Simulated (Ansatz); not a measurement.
System: 2H WS2. Method: rVV10 (Ansatz, a first-principles code, plane waves, PAW).

Numerical settings: plane-wave cutoff 520 eV, 12×12×4 k mesh (along the axes of the cell as run), Fermi–Dirac smearing 0.01 eV, no spin polarisation, scalar-relativistic PAW data made under PBE.

A third-order Birch–Murnaghan fit to the energies gives V0 = 18.605 Å³/atom, B0 = 45.5 GPa, B′ = 12.2.

```tsv
V (Å³/atom)	P (GPa)
17.859	?
18.231	?
18.603	0.002
18.975	?
19.347	-1.386
```

Estimate the withheld pressures from this fit; the answers are the runs' own values.


- 17.859, P (GPa): 2.355
- 18.231, P (GPa): 1.046
- 18.975, P (GPa): -0.794

The formula P = (3/2) B0 (x^(7/3) − x^(5/3)) [1 + (3/4)(B′ − 4)(x^(2/3) − 1)] with x = V0/V meets the computed pressures within 0.01 GPa when these rounded values are put in.

Shape and atoms are relaxed at each volume.

Measured, for comparison: bulk modulus 61 ± 1 GPa (room temperature, not corrected to a static lattice; as tabulated in High pressure x-ray diffraction study of tungsten disulfide, J. Phys. Chem. …). Computed (rounded) less measured: bulk modulus -25 %.

Note: the bulk modulus comes from volumes at which shape and atoms were relaxed.

Spin–orbit coupling is not included.

Static lattice: no zero-point or thermal effects.
